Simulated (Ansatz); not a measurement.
**NaO+ (triplet): from Hartree-Fock to the top rungs, def2-TZVPP**

The task here is to estimate one member of a computed series from the others.

Method: def2-TZVPP, core rule «outside noble gas», up to 6 orbitals frozen; program: Ansatz 0.2.0, Gaussian basis.

Plan: UHF; ROHF; CCSD(T) on UHF.

2 further runs of the same task are left out: 2 set aside as unsound or not needed.

## What is computed

The geometry is a PBE0/def2-TZVP stationary point (not a proven minimum) of the parent state, kept for this charge and spin.

2 atoms, charge 1, spin multiplicity 3.

Atoms are counted from 1 here; the program's logs count them from 0.

Bond lengths: O1–Na2 2.047 Å.

As a file:

| atom | x (Å) | y (Å) | z (Å) |
| --- | --- | --- | --- |
| O1 | 0.00000 | 0.00000 | 0.00000 |
| Na2 | 0.00000 | 0.00000 | 2.04680 |

The first run:

in.yaml reads:

```yaml
crystal:
  periodic: [false, false, false]
  atoms:
    - {symbol: O, position_ang: [0.000000, 0.000000, 0.000000]}
    - {symbol: Na, position_ang: [0.000000, 0.000000, 2.046800]}
basis:
  gaussian: {orbitals: def2-TZVPP}
total_charge: 1
magnetization: {spin_polarized: true, initial_magnetization: 2}
hamiltonian: {xc: hf}
output: {orbitals: {seedname: orbitals}}
```

On the command line:

```
ansatz run in.yaml --threads 1 --pin off --events-out ev --progress --plain --max-ram 4096MiB --backend cpu
```

Among the steps run: UHF; ROHF; CCSD(T) on UHF.

One table of the session follows, with a row left open; its other results are not shown here.

```
  method  from UCCSD(T) (meV)
    ROHF                    ?
     UHF              +4359.3
    UMP2               +527.6
   UCCSD                +76.5
UCCSD(T)                    0
```

**Question.** Estimate the row for ROHF.

As computed: from UCCSD(T) (meV): +4531.5. In the column «from UCCSD(T) (meV)» it is the highest.
